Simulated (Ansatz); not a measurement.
```yaml
crystal:
  periodic: [false, false, false]
  atoms:
    - {symbol: B, position_ang: [-0.609988, 0.026891, -0.164602]}
    - {symbol: C, position_ang: [0.331673, -0.070504, -0.334625]}
    - {symbol: C, position_ang: [0.134652, 0.022047, 0.444000]}
    - {symbol: H, position_ang: [-1.409745, 0.071580, -0.371695]}
    - {symbol: H, position_ang: [0.862952, -0.133433, -0.699886]}
    - {symbol: H, position_ang: [0.427183, 0.049015, 1.192957]}
basis:
  gaussian: {orbitals: x2c-TZVPPall, final_grid: {core_spheres: 20, valence_spheres: 16, degree: 47}}
hamiltonian: {xc: {name: PBEsol}, dispersion: d3bj}
accuracy: high
output: {forces: true}
```

```sh
$ ansatz run in.yaml --threads 2 --pin off --events-out ev --progress --plain --max-ram 4352MiB
```

Shortened log:

```
Functional definition: PBEsol
1997 factors; integrals over basis functions are off by at most 3.1e-9 eV
mean field evaluation 1: about -2687.5811 eV, gradient 1.5e2 eV
mean field evaluation 2: about -2553.4189 eV, gradient 2.5e2 eV
mean field evaluation 4: about -2724.8635 eV, gradient 7.1e0 eV
mean field evaluation 8: about -2724.9575 eV, gradient 2.7e-1 eV
mean field evaluation 16: about -2724.9576 eV, gradient 2.7e-6 eV
mean field -2724.95762213 eV, -100.1403455706 hartree, gradient 4.1e-8 eV, S^2 0.000000; 0 other end points of the search recorded, 0 dependent functions left out
reference -2724.95762554 eV, -100.1403456958 hartree; 10, 10 occupied and 125, 125 virtual orbitals, 1997 factors
Total energy: -2724.98314347 eV, -100.1412834626 hartree
Relativity: scalar
Atom 0 at    -0.609988     0.026891    -0.164602 Å, force   -80.698212     4.928160   -21.129492 eV/Å
Atom 1 at     0.331673    -0.070504    -0.334625 Å, force    43.249156   -16.200227  -117.126442 eV/Å
Atom 2 at     0.134652     0.022047     0.444000 Å, force    -0.120227    15.509971   159.083996 eV/Å
Atom 3 at    -1.409745     0.071580    -0.371695 Å, force   -21.878795     1.239320    -5.730627 eV/Å
Atom 4 at     0.862952    -0.133433    -0.699886 Å, force    51.067350    -6.456556   -36.590878 eV/Å
Atom 5 at     0.427183     0.049015     1.192957 Å, force     8.380727     0.979332    21.493442 eV/Å
Dipole moment:     0.315991    -0.018353     0.082540 e Å
```

Q: What is wrong with this run?

A: The geometry is squeezed to about two thirds of its size. Self-consistency was reached. The result belongs to that input, not to the molecule as meant.
